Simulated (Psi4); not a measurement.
**UCCSD(T)/cc-pVQZ (sweep point 3) run of NH (imidogen)**

What is the vertical ionisation energy of NH (imidogen) at UCCSD(T)/cc-pVQZ (sweep point 3)? 

The results are computed with Psi4 1.11.

## 1. The structure to begin with

NH has 2 atoms, charge 0, and is taken as a triplet. As SMILES, `[NH]`. The bond length is the measured one.

Bond lengths: N1–H2 1.036 Å.

## 2. A single-point energy at UCCSD(T)/cc-pVQZ (sweep point 3)

Input file hn.in:

```
memory 1600 MB

molecule {
  0 3
  N      0.000000     0.000000     0.000000
  H      0.000000     0.000000     1.036210
  units angstrom
  symmetry c1
}

set {
  basis           cc-pVQZ
  reference       uhf
  puream          true
  scf_type        pk
  num_frozen_docc 1
  maxiter         150
}

e_tot, wfn = energy("ccsd(t)", return_wfn=True)
print_variables()
```

Command:

```console
$ psi4 hn.in hn.out -n 1
```

hn.out:

```text
[...]
  Running in c1 symmetry.
[...]
  Nuclear repulsion =    3.574797072687969
[...]
  Multiplicity = 3
[...]
  Nalpha       = 5
  Nbeta        = 3
[...]
    Number of basis functions: 85
[...]
   @UHF iter   1:   -54.96559053087284   -8.96025e-01   2.00783e-03 DIIS/ADIIS
[...]
   @UHF iter  11:   -54.98513555859309   -1.38556e-11   5.44293e-09 DIIS
[...]
   @S^2 Observed:                2.016149325E+00
[...]
    Orbital Energies [Eh]
    ---------------------
    Alpha Occupied:
       1A    -15.636663     2A     -1.171890     3A     -0.585167
       4A     -0.545653     5A     -0.545653
    Alpha Virtual:
       6A      0.120717     7A      0.407442     8A      0.445184
       9A      0.445184    10A      0.478425    11A      0.558228
      12A      0.641855    13A      0.641855    14A      0.881616
      15A      0.881616    16A      1.049521    17A      1.146957
      18A      1.146957    19A      1.224612    20A      1.554634
      21A      2.082146    22A      2.082146    23A      2.129102
      24A      2.129102    25A      2.310171    26A      2.310171
[...]
  @UHF Final Energy:   -54.98513555859309
   => Energetics <=
    Nuclear Repulsion Energy =              3.5747970726879688
    One-Electron Energy =                 -81.6313431039534549
    Two-Electron Energy =                  23.0714104726723974
    Total Energy =                        -54.9851355585930861
  UHF NO Occupations:
  HONO-2 :    3  A 1.9938379
  HONO-1 :    4  A 1.0000000
[...]
 Multipole Moments:
 ------------------------------------------------------------------------------------
     Multipole            Electronic (a.u.)      Nuclear  (a.u.)        Total (a.u.)
 ------------------------------------------------------------------------------------
 L = 1.  Multiply by 2.5417464519 to convert [e a0] to [Debye]
 Dipole X            :         -0.0000000            0.0000000           -0.0000000
 Dipole Y            :          0.0000000            0.0000000            0.0000000
 Dipole Z            :         -0.2599550            0.9063969            0.6464420
 Magnitude           :                                                    0.6464420
[...]
      * MP2 total energy                      =  -55.132789168861827
[...]
      * CCSD total energy                     =  -55.150111166421873
[...]
      * CCSD(T) total energy                     =  -55.154577529422646
[...]
```

It took 28 s on 1 thread of Intel Xeon Platinum 8259CL at 2.50GHz (Skylake/Cascade Lake), shared host; peak memory 0.89 GiB.

## 3. The doublet cation

Input file calc.dat:

```
memory 1600 MB

molecule mol {
  1 2
  N      0.000000     0.000000     0.000000
  H      0.000000     0.000000     1.036210
  symmetry c1
}

set basis cc-pVQZ
set reference uhf
set puream true
set scf_type pk
set num_frozen_docc 1
set maxiter 150

e_tot, wfn = energy("ccsd(t)", return_wfn=True)
```

Command:

```console
$ psi4 -i calc.dat -o calc.out -n 1
```

calc.out:

```text
[...]
  Running in c1 symmetry.
[...]
  Nuclear repulsion =    3.574797072687969
[...]
  Multiplicity = 2
[...]
  Nalpha       = 4
  Nbeta        = 3
[...]
    Number of basis functions: 85
[...]
   @UHF iter   1:   -54.43366196024220   -3.64097e-01   4.21610e-03 ADIIS/DIIS
[...]
   @UHF iter  10:   -54.51323987361115   -1.02531e-11   8.50217e-09 DIIS
[...]
   @S^2 Observed:                7.566939218E-01
[...]
    Orbital Energies [Eh]
    ---------------------
    Alpha Occupied:
       1A    -16.209229     2A     -1.589886     3A     -1.051523
       4A     -1.040039
    Alpha Virtual:
       5A     -0.410125     6A     -0.143323     7A      0.108304
       8A      0.121553     9A      0.140931    10A      0.167202
      11A      0.252383    12A      0.310094    13A      0.314689
      14A      0.524422    15A      0.525296    16A      0.715511
      17A      0.801802    18A      0.803448    19A      0.889104
      20A      1.173996    21A      1.632048    22A      1.681685
      23A      1.740847    24A      1.740903    25A      1.903159
[...]
  @UHF Final Energy:   -54.51323987361115
   => Energetics <=
    Nuclear Repulsion Energy =              3.5747970726879688
    One-Electron Energy =                 -77.6511960273906823
    Two-Electron Energy =                  19.5631590810915625
    Total Energy =                        -54.5132398736111483
  UHF NO Occupations:
  HONO-2 :    2  A 1.9994631
  HONO-1 :    3  A 1.9971876
[...]
 Multipole Moments:
 ------------------------------------------------------------------------------------
     Multipole            Electronic (a.u.)      Nuclear  (a.u.)        Total (a.u.)
 ------------------------------------------------------------------------------------
 L = 1.  Multiply by 2.5417464519 to convert [e a0] to [Debye]
 Dipole X            :         -0.0000000            0.0000000           -0.0000000
 Dipole Y            :         -0.0000000            0.0000000           -0.0000000
 Dipole Z            :         -0.0919358            0.9063969            0.8144612
 Magnitude           :                                                    0.8144612
[...]
      * MP2 total energy                      =  -54.633001120231505
[...]
      * CCSD total energy                     =  -54.657181131414596
[...]
      * CCSD(T) total energy                     =  -54.660492978594938
[...]
```

Run time: 26 s. Hardware: 1 thread of Intel Xeon Platinum 8259CL at 2.50GHz (Skylake/Cascade Lake), shared host; peak memory 0.89 GiB.

## 4. Outcome

Level: UCCSD(T)/cc-pVQZ (sweep point 3), 1 core orbital frozen.

```
                                                                  quantity         value
                                                  triplet NH: total energy  -55.15458 Eh
    triplet NH: HOMO energy (Hartree–Fock orbitals) (highest over α and β)     -13.82 eV
     triplet NH: LUMO energy (Hartree–Fock orbitals) (lowest over α and β)       3.28 eV
                    triplet NH: correlation energy (1 core orbital frozen)    -169.4 mEh
                                                triplet NH: (T) correction     -4.47 mEh
                             triplet NH: ⟨S²⟩ of the reference determinant         2.016
                                                 triplet NH: T1 diagnostic         0.015
                                              doublet cation: total energy  -54.66049 Eh
doublet cation: HOMO energy (Hartree–Fock orbitals) (highest over α and β)     -27.44 eV
 doublet cation: LUMO energy (Hartree–Fock orbitals) (lowest over α and β)     -11.16 eV
                doublet cation: correlation energy (1 core orbital frozen)    -147.3 mEh
                                            doublet cation: (T) correction     -3.31 mEh
                         doublet cation: ⟨S²⟩ of the reference determinant         0.757
                                             doublet cation: T1 diagnostic         0.012
                        vertical ionisation energy (to the doublet cation)     13.445 eV
```

What this shows: Removing an electron at fixed nuclei costs 13.44 eV (310 kcal/mol). The triples (triplet NH) make up 2.6 % of the correlation energy. The triples (doublet cation) make up 2.2 % of the correlation energy.
